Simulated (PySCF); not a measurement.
**Löwdin shares of the frontier orbitals**

Compound: N2O.
Cartesian coordinates in Å at the GFN2-xTB level; atoms count from 1:
```xyz
3
N2O angstrom
N     -1.117    0.103   -0.006
N     -0.011    0.103   -0.004
O      1.139    0.103   -0.003
```

Computed, not measured: PySCF, TDDFT CAM-B3LYP/def2-SVPD, vertical, gas phase, core orbitals frozen in the response.

Kohn–Sham orbitals with the atoms that hold most of them (Löwdin shares over 4%, at most four atoms):

```
orbital  ε (eV)                   atoms
 LUMO+2    1.93  O3 52%, N2 26%, N1 21%
 LUMO+1    1.10  N1 41%, N2 34%, O3 26%
   LUMO    1.10  N1 41%, N2 34%, O3 26%
   HOMO  -11.34  O3 48%, N1 31%, N2 21%
 HOMO-1  -11.34  O3 48%, N1 31%, N2 21%
 HOMO-2  -14.95   N1 80%, N2 15%, O3 5%
 HOMO-3  -18.17  N2 48%, O3 31%, N1 21%
```

Within 0.005 eV of a neighbour in this list lie HOMO-1/HOMO and LUMO/LUMO+1 (point group found: C∞v).

How does S1 compare with the orbital gap of 12.44 eV?

S1 is at 6.96 eV (f = 0.0000), 5.48 eV below the gap, made of HOMO-1/HOMO→LUMO/LUMO+1 (≥79%). 

Next come S2 at 7.35 eV (f 0.0000), HOMO-1/HOMO→LUMO/LUMO+1 (≥92%); S3 at 7.35 eV (f 0.0000), HOMO-1/HOMO→LUMO/LUMO+1 (≥92%); S4 at 9.13 eV (f 0.0001), HOMO-1/HOMO→LUMO+2 (98%); S5 at 9.13 eV (f 0.0001), HOMO-1/HOMO→LUMO+2 (98%).

Orbitals of the list HOMO-3 to LUMO+2 that lie within 0.01 eV of each other are written together with a slash and their weights summed (≥ marks a lower bound); for degenerate orbitals outside that list single weights are arbitrary.

Löwdin shares depend on the basis, the more so with diffuse functions.

Time: 1.6 s wall. Hardware: Arm Neoverse V2, one thread, no GPU, shared host.
